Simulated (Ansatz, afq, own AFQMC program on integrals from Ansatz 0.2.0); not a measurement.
Two steps: Ansatz 0.2.0 writes the Fock matrix and Cholesky factors of the valence space, and afq projects on them the lowest state that overlaps trial and start.

```yaml
crystal:
  periodic: [false, false, false]
  atoms:
    - {symbol: Ge, position_ang: [-0.010810, 0.000000, 0.664351]}
    - {symbol: Al, position_ang: [-0.032709, -0.000001, -1.763111]}
    - {symbol: H, position_ang: [0.827334, -1.053378, -0.340814]}
    - {symbol: H, position_ang: [0.827335, 1.053377, -0.340815]}
basis:
  gaussian: {orbitals: cc-pVDZ}
magnetization: {spin_polarized: true, initial_magnetization: 1}
correlation: {method: ccsd_t, electrons: outside_noble_gas, hamiltonian_folder: ham}
```

```sh
$ ansatz run in.yaml --threads 1 --pin off --events-out ev --progress --plain --max-ram 1382MiB
```

Options of the walk:

```
--method phaseless --trial cisd --walkers 60 --populations 1 --least-time 40 --time-step 0.005 --steps-per-block 50 --equilibration-blocks 28 --max-blocks 300 --target-error 0.00036 --factor-cut 1e-05 --start spin_pure --seed 4466 --release-times 0.24,0.51,0.99,1.62,2.4 --release-step 0.03 --release-every 4 --taylor-order 6
```

Times are imaginary, in 1/Eh. The walk had a cap of 1011 s. Filled inner d shells are frozen with the cores.

Output of the walk:

```
orbitals 36  electrons 5 4  factors 290 of 595
reference energy -2318.36494381 Eh
CCSD correlation -0.17281012 Eh in 15 cycles, weight of the determinant in the CISD state 0.8497
energy of the start -2318.534252 Eh
 block  time / (1/Eh)  mean weight  energy / Eh
     1     0.250  1.0008  -2318.533341
     2     0.500  1.0012  -2318.534685
     3     0.750  0.9993  -2318.537366
     4     1.000  1.0009  -2318.539873
     5     1.250  1.0007  -2318.541897
     7     1.750  0.9996  -2318.544524
     9     2.250  0.9997  -2318.544903
    13     3.250  0.9987  -2318.543311
    25     6.250  0.9992  -2318.543938
    37     9.250  0.9999  -2318.546223
    43    10.750  1.0013  -2318.553495
    49    12.250  1.0012  -2318.550676
    61    15.250  0.9998  -2318.548398
    73    18.250  1.0012  -2318.549212
    85    21.250  0.9995  -2318.549256
    97    24.250  0.9982  -2318.550279
   109    27.250  0.9996  -2318.546013
   121    30.250  1.0011  -2318.544138
   133    33.250  0.9997  -2318.548565
   145    36.250  0.9994  -2318.545300
   157    39.250  0.9983  -2318.547262
   169    42.250  1.0006  -2318.544020
   181    45.250  0.9974  -2318.549094
   193    48.250  0.9997  -2318.546089
   205    51.250  1.0000  -2318.546140
   217    54.250  0.9998  -2318.545718
   229    57.250  1.0000  -2318.540282
   241    60.250  1.0007  -2318.544384
   253    63.250  1.0007  -2318.541471
   265    66.250  0.9983  -2318.547004
blocks merged  error / Eh  count
     1  0.000202  240
     2  0.000263  120
     4  0.000311  60
     8  0.000353  30
    16  0.000323  15
released: time / (1/Eh)  energy / Eh  error  mean overlap
  0.24  -2318.545678  0.000314  1.0111
  0.51  -2318.545881  0.000336  1.0170
  0.99  -2318.545837  0.000337  1.0165
  1.62  -2318.546105  0.000410  1.0185
  2.40  -2318.546080  0.000447  1.0340
energy -2318.545909 +/- 0.000353 Eh
(rows thinned)
```

The run passed its tests (sampling time, drift between the halves within three errors, error under three times the target), which doesn't prove that it has relaxed.

Against this walk (error 9.6 meV) on the same determinant: CCSD(T) 38.2 meV higher, CCSDT(Q) 11.2 meV lower (within the noise). The error is statistical and leaves out the bias of the constraint. Released to 2.40 1/Eh the energy moves by -5 ± 15 meV (both errors), within twice the noise.

Cautions: constraint bias not in the error; no relativity below Rb; no spin-orbit coupling; inner d shell frozen; unrestricted determinant slightly spin contaminated (⟨S²⟩ 0.85 against 0.75).

The walk took 5.5 min on 1 thread of Arm Neoverse V1, on a shared host. The log's last line is the phaseless energy.

CCSDT and higher add their correlation energy to the determinant of the CCSD(T) run, since their own runs factorise the integrals more tightly (a shift of under 2 meV). A walk keeps the symmetry of its determinant, which the program's search chose and which needn't be the lowest solution, so a lower state of the same spin and another symmetry isn't excluded.
